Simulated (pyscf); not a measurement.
H₃Si–Cl + H₃C–SiH₃ → H₃Si–CH₂–SiH₃ + HCl (four-centre exchange; singlet surface; Cl–Si, C–H broken, C–Si, Cl–H formed). PySCF, gas phase, ωB97X-D3(BJ)/def2-SVP geometries. Energies in kcal/mol from the separated reactants.

```json
[
 {"level": "PBE/def2-TZVP", "barrier": "58.3", "reaction energy": "+22.3"},
 {"level": "r²SCAN/def2-TZVP", "barrier": "…", "reaction energy": "…"},
 {"level": "B3LYP-D3(BJ)/def2-TZVP", "barrier": "62.4", "reaction energy": "+22.4"},
 {"level": "M06-2X/def2-TZVP", "barrier": "…", "reaction energy": "+23.0"},
 {"level": "ωB97M-D3(BJ)/def2-TZVP", "barrier": "62.6", "reaction energy": "+22.1"},
 {"level": "HF/def2-TZVP", "barrier": "85.6", "reaction energy": "+25.9"}
]
```

Q: Complete the blanks.

A: 
- r²SCAN/def2-TZVP, barrier: 60.1
- r²SCAN/def2-TZVP, reaction energy: +22.9
- M06-2X/def2-TZVP, barrier: 62.1

The functionals in the table span 4.3 kcal/mol in this barrier, from PBE to ωB97M-D3(BJ)/def2-TZVP. This is the saddle that the search found; another between the same sides may lie lower.
